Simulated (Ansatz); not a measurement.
# CHAl (triplet): RPA-PBE over a scan of the angle C2–Al1–H3, 6-31G

How well do these functionals follow the top wave-function level for CHAl (triplet) over a scan of the angle C2–Al1–H3?

Method: 6-31G, all electrons in the functionals, frozen cores in the correlation of double hybrids and RPA; program: Ansatz 0.2.0, Gaussian basis.

Plan: RPA-PBE, at 72.6°; 90.6°; 103.5°; 121.9°; 143.6°; 160.6°; 180.0°.

15 further runs of the same task are left out: 14 that didn't finish, 1 set aside as unsound or not needed.

## 1. What is computed

The geometry derives from a PBE0/def2-TZVP stationary point (not a proven minimum). One angle is set to the value named; bond lengths are kept.

3 atoms, charge 0, spin multiplicity 3.

Atoms are counted from 1 here; the program's logs count them from 0.

Bond lengths: Al1–C2 1.916 Å, Al1–H3 1.601 Å. Angles: C2–Al1–H3 180.0°.

No dispersion term is added.

The geometry shown and the zero of energy belong to the point 180.0°. The yardstick, FCI, and other wave-function levels (R restricted, U unrestricted, valence and pair active spaces) come from earlier runs.

## 2. RPA-PBE, 72.6°

in.yaml

```yaml
crystal:
  periodic: [false, false, false]
  atoms:
    - {symbol: Al, position_ang: [-0.496218, 0.000000, 0.316745]}
    - {symbol: C, position_ang: [1.048102, 0.000000, -0.817671]}
    - {symbol: H, position_ang: [0.793992, 0.000000, 1.264499]}
basis:
  gaussian: {orbitals: 6-31G}
magnetization: {spin_polarized: true, initial_magnetization: 2}
hamiltonian: {xc: {name: PBE}}
correlation: {method: rpa, electrons: outside_noble_gas}
```

Run with:

```bash
ansatz run in.yaml --threads 1 --pin off --events-out ev --progress --plain --max-ram 2393MiB
```

The runs that follow: RPA-PBE, 90.6°; RPA-PBE, 103.5°; RPA-PBE, 121.9°; RPA-PBE, 143.6°; RPA-PBE, 160.6°; RPA-PBE, 180.0°.

Q: Predict the results of all the runs planned. Wanted: span of the FCI curve; largest miss, RPA-PBE.

**Answer**, as computed:

| quantity | value |
| --- | --- |
| span of the FCI curve | 12.4 kcal/mol |
| largest miss, RPA-PBE | +6.9 kcal/mol (103.5°) |

In words: RPA-PBE strays by up to 6.9 kcal/mol, at 103.5°. Functionals and the yardstick converge differently with the basis, so part of each miss in 6-31G is the basis.
